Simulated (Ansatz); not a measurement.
## Active spaces for H2O, singlet

Computed with Ansatz's Gaussian-basis code (development build). Basis cc-pVDZ, nonrelativistic, 1 orbital frozen in the corrections. State-specific CASSCF; RHF is the lowest restricted (open-shell) Hartree–Fock solution met. No symmetry is imposed, so a solution can break that of the shape. No proof that the lowest CASSCF solution was found.

Geometry:

```csv
atom,x (Å),y (Å),z (Å)
O,0.0000,0.0000,-0.1292
H,0.0000,0.8145,0.5169
H,0.0000,-0.8145,0.5169
```

(1) What do CASSCF and its corrections give against RHF in CAS(8,6), and what are the occupations?

Answers

(1) CASSCF -1.661 eV, SC-NEVPT2 -5.416 eV; occupations 2.00, 2.00, 1.97, 1.97, 0.03, 0.03.
